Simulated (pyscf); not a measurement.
Single points on ωB97X-D3(BJ)/def2-SVP structures (PySCF, gas phase).

SMILES: C[CH2][Zn][NH2]
```xyz
11

C     -1.9173     0.1976    -1.9030
C     -0.9865     1.2421    -1.2694
Zn     0.9115     0.8655    -1.4552
N      2.6675     0.4493    -1.6838
H     -2.9832     0.4554    -1.7713
H     -1.7438     0.0960    -2.9875
H     -1.7730    -0.8034    -1.4628
H     -1.2195     1.3481    -0.1942
H     -1.1884     2.2371    -1.7063
H      3.2680     0.9900    -2.2994
H      3.2357     0.0923    -0.9211
```

**Question.** What is the homolytic dissociation enthalpy (298 K, ωB97M-D3(BJ)/def2-TZVP) of the C–Zn bond of `[CH3][CH2][Zn][NH2]`, to •H₂C–CH₃ + [H₂N–Zn]•?

**Answer.** C–Zn to •H₂C–CH₃ + [H₂N–Zn]•: 67.2 kcal/mol. The 7 functionals that were run give +61.3 (r²SCAN) to +70.1 kcal/mol (ωB97X-D3(BJ)). The radicals are drawn with the spin at the cut bond; how far it spreads was not checked. Other isomers of •H₂C–CH₃, [H₂N–Zn]• were not searched in full and may lie lower. Elements up to Kr have no core potential and no relativistic terms here.
